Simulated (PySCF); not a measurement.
# C₃H₃Cl: a look at the electrons

Aim: take C₃H₃Cl and probe its ring current by NICS, compute its lowest excited states and see where an electron leaves and enters.

Method: levels as typed in each script, gas phase, geometry from GFN2-xTB; program: PySCF 2.14.0.

## (1) Where the work starts

7 atoms, charge 0, spin multiplicity 1.

Bond lengths: Cl1–C2 1.788 Å, C2–C3 1.482 Å, C2–C4 1.482 Å, C2–H5 1.081 Å, C3–C4 1.305 Å, C3–H6 1.062 Å, C4–H7 1.062 Å. Angles: Cl1–C2–C3 119.0°, Cl1–C2–C4 118.9°, Cl1–C2–H5 109.3°, C3–C2–C4 52.2°, C3–C2–H5 123.6°, C4–C2–H5 123.6°, C2–C3–C4 63.9°, C2–C3–H6 144.9°, C4–C3–H6 151.1°, C2–C4–C3 63.9°, C2–C4–H7 144.9°, C3–C4–H7 151.1°.

Coordinates:

```xyz
7
C3H3Cl
Cl   -1.3327    0.0001   -0.1328
C     0.3074   -0.0005    0.5805
C     1.4124   -0.6524   -0.1613
C     1.4123    0.6527   -0.1608
H     0.2281   -0.0008    1.6584
H     1.8174   -1.5818   -0.4763
H     1.8171    1.5824   -0.4751
```

## (2) Ring currents (PBE0/def2-svp)

Contents of input.py:

```python
import numpy as np
from pyscf import gto, scf, dft
from pyscf.prop import nmr
from pyscf.data import nist

def solve(mol, dm0=None, hcore=None):
    mf = (dft.UKS if mol.spin else dft.RKS)(mol, xc='pbe0')
    mf.grids.level = 3
    mf.conv_tol, mf.max_cycle = 1e-8, 80
    if hcore is not None:
        mf.get_hcore = lambda *args: hcore
    mf.kernel(dm0)
    if not mf.converged:
        mf = mf.newton().run(mf.mo_coeff, mf.mo_occ, max_cycle=30)
    assert mf.converged, 'SCF not converged'
    return mf

mol = gto.M(atom='''
Cl    -1.33266     0.00007    -0.13282
C      0.30742    -0.00048     0.58053
C      1.41240    -0.65243    -0.16126
C      1.41228     0.65273    -0.16078
H      0.22810    -0.00079     1.65842
H      1.81736    -1.58182    -0.47632
H      1.81708     1.58243    -0.47514
''', basis='def2-svp', charge=0, spin=0, verbose=4)
mf = solve(mol)
vxc = nmr.rks.get_vxc_giao  # smaller grid blocks
nmr.rks.get_vxc_giao = lambda *a, **k: vxc(*a, **{**k, 'max_memory': 300})
calc = nmr.RKS(mf)
calc.cphf = True
nuclei = calc.kernel()
mo1 = calc.mo10
# ring centres and points 1 angstrom above and below them
points = np.array([
    [1.0440, -0.0001, 0.0862],
    [1.6013, -0.0003, 0.9165],
    [0.4868, 0.0002, -0.7442],
]) / nist.BOHR
mol.atom_coord = lambda i, unit='Bohr': points[i]
idx = range(len(points))
sigma = (calc.dia(shielding_nuc=idx) + calc.para(mo10=mo1, shielding_nuc=idx)[0]) * nist.ALPHA**2 * 1e6
for p, t in zip(points, sigma):
    print('NICS at %8.4f %8.4f %8.4f  %8.2f ppm' % (*(p * nist.BOHR), -t.trace() / 3))
occ = mf.mo_coeff[:, mf.mo_occ > 0]
dm1 = np.array([mf.mo_coeff @ (2 * x) @ occ.T for x in mo1])
np.savez('result.npz', sigma=sigma, nuclei=nuclei, dm0=mf.make_rdm1(), dm1=dm1, e=mf.e_tot, eps=mf.mo_energy, occ=mf.mo_occ)
```

Run with:

```
OMP_NUM_THREADS=1 python input.py
```

## (4) Excited states (PBE/6-311+g**)

Contents of input.py:

```python
import numpy as np
from pyscf import gto, scf, dft, tdscf
from pyscf.scf import atom_ks, atom_hf
from scipy.linalg import block_diag

def solve(mol, dm0=None, hcore=None):
    mf = (dft.UKS if mol.spin else dft.RKS)(mol, xc='pbe')
    mf.grids.level = 3
    mf = mf.density_fit(auxbasis='def2-universal-jkfit')
    mf.conv_tol, mf.max_cycle = 1e-8, 80
    if hcore is not None:
        mf.get_hcore = lambda *args: hcore
    mf.kernel(dm0)
    if not mf.converged:
        mf = mf.newton().run(mf.mo_coeff, mf.mo_occ, max_cycle=30)
    assert mf.converged, 'SCF not converged'
    return mf

mol = gto.M(atom='''
Cl    -1.33266     0.00007    -0.13282
C      0.30742    -0.00048     0.58053
C      1.41240    -0.65243    -0.16126
C      1.41228     0.65273    -0.16078
H      0.22810    -0.00079     1.65842
H      1.81736    -1.58182    -0.47632
H      1.81708     1.58243    -0.47514
''', basis='6-311+g**', charge=0, spin=0, verbose=4)
mf = solve(mol)
td = mf.TDDFT()
td.nstates, td.singlet, td.conv_tol = 6, True, 1e-5
td.kernel()
td.analyze()
x, y = np.array([p[0] for p in td.xy]), np.array([p[1] + 0 * p[0] for p in td.xy])
f, mu = td.oscillator_strength(), td.transition_dipole()
nto = [td.get_nto(state=i + 1, verbose=4) for i in range(len(td.e))]
# spherically averaged free atoms, for the promolecule
atm = atom_ks.get_atm_nrks(mol, xc='pbe')
pro = block_diag(*[(atm[a[0]][2] * atm[a[0]][3]) @ atm[a[0]][2].T for a in mol._atom])
np.savez('result.npz', e=td.e, f=f, ok=td.converged, w=[n[0] for n in nto], nto=[n[1] for n in nto], x=x, y=y, c=mf.mo_coeff, occ=mf.mo_occ, eps=mf.mo_energy, pro=pro, mu=mu)
```

## (6) Removing and adding an electron (TPSS/6-31g*)

Contents of input.py:

```python
import numpy as np
from pyscf import gto, scf, dft
from pyscf.scf import atom_ks, atom_hf
from scipy.linalg import block_diag

def solve(mol, dm0=None, hcore=None):
    mf = (dft.UKS if mol.spin else dft.RKS)(mol, xc='tpss')
    mf.grids.level = 3
    mf = mf.density_fit(auxbasis='def2-universal-jkfit')
    mf.conv_tol, mf.max_cycle = 1e-8, 80
    if hcore is not None:
        mf.get_hcore = lambda *args: hcore
    mf.kernel(dm0)
    if not mf.converged:
        mf = mf.newton().run(mf.mo_coeff, mf.mo_occ, max_cycle=30)
    assert mf.converged, 'SCF not converged'
    return mf

mol = gto.M(atom='''
Cl    -1.33266     0.00007    -0.13282
C      0.30742    -0.00048     0.58053
C      1.41240    -0.65243    -0.16126
C      1.41228     0.65273    -0.16078
H      0.22810    -0.00079     1.65842
H      1.81736    -1.58182    -0.47632
H      1.81708     1.58243    -0.47514
''', basis='6-31g*', charge=0, spin=0, verbose=4)
mf = solve(mol)
out = dict(e0=mf.e_tot, dm0=mf.make_rdm1(), c=mf.mo_coeff, occ=mf.mo_occ, eps=mf.mo_energy)
for name, dq, spin in [('cation', 1, 1), ('anion', -1, 1)]:
    ion = mol.copy().set(charge=mol.charge + dq, spin=spin).build()
    mi = solve(ion)
    if spin and dq > 0 and mol.nao < 130:
        c, _, stable, _ = mi.stability(return_status=True)
        if not stable:
            mi = solve(ion, mi.make_rdm1(c, mi.mo_occ))
    print(name, 'vertical energy change / eV', (mi.e_tot - mf.e_tot) * 27.211386)
    out.update({'e_' + name: mi.e_tot, 'dm_' + name: mi.make_rdm1(), 's2_' + name: mi.spin_square()[0], 'eps_' + name: mi.mo_energy, 'occ_' + name: mi.mo_occ})
# spherically averaged free atoms, for the promolecule
atm = atom_ks.get_atm_nrks(mol, xc='tpss')
pro = block_diag(*[(atm[a[0]][2] * atm[a[0]][3]) @ atm[a[0]][2].T for a in mol._atom])
np.savez('result.npz', pro=pro, **out)
```

(Steps that only read results are left out.)

Q: Predict the outcome of this session. Wanted: NICS(1)zz, 3-membered ring C2/C3/C4; lowest singlet excitation; vertical ionisation energy; vertical electron affinity.

As calculated:

```
                                           quantity      value
NICS(1)zz, 3-membered ring C2/C3/C4 (PBE0/def2-svp)  -17.0 ppm
          lowest singlet excitation (PBE/6-311+g**)    4.95 eV
           vertical ionisation energy (TPSS/6-31g*)    9.85 eV
           vertical electron affinity (TPSS/6-31g*)   -2.32 eV
```

**Reading.** The 3-membered ring C2/C3/C4 is shielded above its centre; in such a ring the values come largely from σ bonds and don't measure π aromaticity. The ionisation energy from two SCF runs, 9.85 eV, lies 3.5 eV above −ε(HOMO) = 6.38 eV of the same level, TPSS/6-31g*, since self-interaction lifts this functional's HOMO. The geometry was not optimised at these levels.
